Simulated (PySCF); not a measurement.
Carbon: a sound run and one with changed settings

Sound run: C [He] 2s2 2p2, C⁺ [He] 2s2 2p1. Calculation: PySCF 2.14, in cc-pVDZ; the non-relativistic Hamiltonian (point nucleus). In the sound run the correlated levels freeze 1s2. The sound run starts from symmetry-adapted Hartree-Fock orbitals and uses a fine grid where one is needed.

Changed run: basis STO-3G. This setting is unsound on purpose.

```tsv
species	method	sound run (hartree)	changed run (hartree)	converged
C	UHF	-37.68654	-37.19839	yes
C	MN15	-37.80223	-37.11320	yes
C	LDA	-37.45778	-36.95337	yes
C	MP2	-37.73831	-37.20823	yes
C	CCSD(T)	-37.76038	-37.21862	yes
C⁺	UHF	-37.28953	-36.87037	yes
C⁺	MN15	-37.38636	-36.76974	yes
C⁺	LDA	-37.02993	-36.60249	yes
C⁺	MP2	-37.33082	-36.89090	yes
C⁺	CCSD(T)	-37.35689	-36.91145	yes
```

Ionisation energy of C:

```csv
method,sound run (eV),changed run (eV)
UHF,10.803,8.926
MN15,11.316,9.346
LDA,11.643,9.548
MP2,11.088,8.635
SCS-MP2,10.982,8.577
CCSD,10.972,8.359
CCSD(T),10.979,8.359
```

A minimal basis cannot let orbitals breathe on ionisation and holds almost no correlation.

For comparison, NIST gives 11.260 eV between the lowest levels.
